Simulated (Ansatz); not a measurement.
Process, species as SMILES: C(#C)C + 4 [H][H] (H2) → 3 C (CH4)
B3LYP-D3(BJ)/def2-TZVP geometries, fixed; electronic energies without zero-point terms.

Basis-set convergence of the energy of full hydrogenation at PBE0 with Ansatz (an electronic-structure program). Cartesian d functions, on some or all atoms, in 6-31G*, 6-31+G*; all else is spherical. The program fits the integrals of some runs and decomposes those of others, by size. No added dispersion term, no relativity. Functions are those of the species that has most. Reference: the value in def2-QZVPPD, -127.60 kcal/mol, itself unsure by roughly 0.07 kcal/mol (its mean distance from pcseg-3, def2-QZVPP, cc-pVQZ). Deviations are taken from unrounded values.

```
basis        functions  energy of full hydrogenation (kcal/mol)
-----------  ---------  ---------------------------------------
6-31G*              53                                  -134.99
6-31+G*             65                                  -134.14
cc-pVDZ             62                                  -131.52
aug-cc-pVDZ        105                                  -132.48
def2-SVP            62                                  -133.20
def2-SVPD           92                                  -134.30
pcseg-1             62                                  -131.24
aug-pcseg-1        105                                  -130.61
6-311G**            78                                  -129.29
6-311+G**           90                                  -128.59
def2-TZVP          117                                  -127.08
def2-TZVPD         147                                  -127.00
cc-pVTZ            146                                  -128.23
aug-cc-pVTZ        230                                  -127.81
pcseg-2            146                                  -128.07
aug-pcseg-2        230                                  -127.91
def2-TZVPP         149                                  -128.01
def2-TZVPPD        179                                  -127.89
def2-QZVPP         291                                  -127.62
def2-QZVPPD        321                                  -127.60
```

What the diffuse functions change, pair by pair:
- 6-31G* to 6-31+G*: 12 more functions, deviation -7.38 to -6.54 kcal/mol
- cc-pVDZ to aug-cc-pVDZ: 43 more functions, deviation -3.92 to -4.87 kcal/mol
- def2-SVP to def2-SVPD: 30 more functions, deviation -5.59 to -6.70 kcal/mol
- pcseg-1 to aug-pcseg-1: 43 more functions, deviation -3.64 to -3.01 kcal/mol
- 6-311G** to 6-311+G**: 12 more functions, deviation -1.69 to -0.99 kcal/mol
- def2-TZVP to def2-TZVPD: 30 more functions, deviation 0.53 to 0.60 kcal/mol
- cc-pVTZ to aug-cc-pVTZ: 84 more functions, deviation -0.63 to -0.21 kcal/mol
- pcseg-2 to aug-pcseg-2: 84 more functions, deviation -0.47 to -0.31 kcal/mol
- def2-TZVPP to def2-TZVPPD: 30 more functions, deviation -0.40 to -0.29 kcal/mol
- def2-QZVPP to def2-QZVPPD: 30 more functions, deviation -0.02 to 0.00 kcal/mol

Leaving out the reference's own pair, they bring the value nearer the reference by more than 0.07 kcal/mol in 6 of 9 pairs.
